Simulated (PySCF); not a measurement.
Molecule: 4-cyano-1-butyne, C₅H₅N.

Geometry:
```tsv
atom	x (Å)	y (Å)	z (Å)
C1	2.548	0.085	0.715
C2	1.425	-0.218	0.382
C3	0.067	-0.560	-0.014
C4	-0.905	0.613	0.192
C5	-2.266	0.276	-0.202
N6	-3.339	-0.015	-0.522
H7	3.549	0.345	1.009
H8	0.055	-0.867	-1.073
H9	-0.280	-1.433	0.563
H10	-0.909	0.920	1.250
H11	-0.574	1.487	-0.389
```

Geometry PBE0-D3(BJ)/def2-SVP throughout; GIAO in PySCF, gas phase, one conformer, non-relativistic; equivalent atoms averaged; basis pcSseg-2.

For orientation, KT3 gives these absolute shieldings σ: C5 68.2, C2 104.7, C1 114.6, C4 160.5, C3 159.4, N6 -17.5, H7 29.46, H8/H9 28.66, H10/H11 28.91 ppm.

A run gave: C5 68.4, C2 103.8, C1 113.3, C4 162.0, C3 161.0, N6 -19.8, H7 29.22, H8/H9 28.47, H10/H11 28.72 ppm (absolute shieldings σ).

Which functional was used in that run?
A. PBE
B. BHandHLYP
C. LDA
D. KT2
E. B3LYP

## Answers

D. C5 tells them apart best: KT2 gives 68.4, BHandHLYP gives 56.7, LDA gives 52.9, B3LYP gives 54.9, PBE gives 57.0 ppm.
